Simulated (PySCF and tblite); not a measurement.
Results of a calculation; reference values are marked as such.
C2H4ClF, numbered as in [F:1][CH2:2][CH2:3][Cl:4].

Level: PBE0-D3(BJ)/def2-TZVP//PBE0-D3(BJ)/def2-SVP, thermal terms from GFN2-xTB, symmetry numbers and mirror pairs counted. Conformers within 4 kcal/mol (GFN2-xTB free energy) were kept, 5 at most. GIAO shieldings: PBE0/pcSseg-1. Shifts are against TMS (¹H), TMS (¹³C), CFCl3 (¹⁹F) at the same level. Programs: PySCF with density fitting and tblite.

Torsions listed: F1–C2–C3–Cl4. Of a mirror pair one member is shown.

```csv
conformer,shape,symmetry,E(GFN2) kcal/mol,E(DFT) kcal/mol
1,-66°,C1 (pair),1.47,0.33
2,180°,Cs,0.00,0.00
```

Task: How much do the weights at 298.15 K and the averaged shift of C3 depend on how the conformers are weighted?

Result: 
```csv
weighting,1 (%),2 (%),δ (ppm),rms dipole (D)
"DFT energy with thermal terms, symmetry and mirror images (full scheme)",55,45,47.6,1.99
DFT energy with symmetry and mirror images,53,47,47.5,1.96
bare DFT energy,36,64,46.6,1.62
GFN2-xTB energy with symmetry and mirror images,14,86,45.5,1.02
GFN2-xTB free energy,15,85,45.5,1.05
leading conformer alone,100,0,49.9,2.68
equal weights,50,50,47.3,1.90
```

The largest departure from the full scheme, 2.3 ppm, comes with: leading conformer alone.
